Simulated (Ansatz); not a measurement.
Two shapes of triplet C3H8.

Shape 1:

```xyz
11

C     1.1455   -0.6167    0.1428
C     0.0992    0.4836    0.2910
C    -1.2156    0.1758   -0.4178
H     2.0655   -0.3600    0.6720
H     0.7846   -1.5659    0.5472
H     1.4019   -0.7806   -0.9069
H     0.5057    1.4223   -0.0962
H    -0.0955    0.6559    1.3536
H    -1.9383    0.9818   -0.2766
H    -1.0666    0.0486   -1.4929
H    -1.6657   -0.7437   -0.0356
```

Shape 2:

```xyz
11

C     0.3755   -1.2317    0.1529
C    -0.1567    0.1401    0.5400
C    -0.2366    1.1075   -0.6316
H     0.4227   -1.9104    1.0185
H    -0.2636   -1.7084   -0.6084
H     1.3911   -1.1619   -0.2701
H     0.4824    0.5722    1.3297
H    -1.1567    0.0309    0.9946
H    -0.6244    2.0907   -0.3234
H     0.7550    1.2689   -1.0854
H    -0.8997    0.7224   -1.4236
```

Basis set: def2-SVP (spherical functions). Frozen core: 3 orbitals. Charge 0, multiplicity 3.

Computed with Ansatz (development build ahead of 0.2.0); each method stands on the lowest determinant of its kind that the runs found.

(1) Which shape is lower in energy, and by how much in each method?

Results:

(1)

| method | E(2) − E(1) (eV) |
| --- | --- |
| UHF | -0.095 |
| UHF-MP2 | -0.108 |

Shape 2 is lower. Caution: another spin multiplicity may lie lower; the determinant breaks the point group.
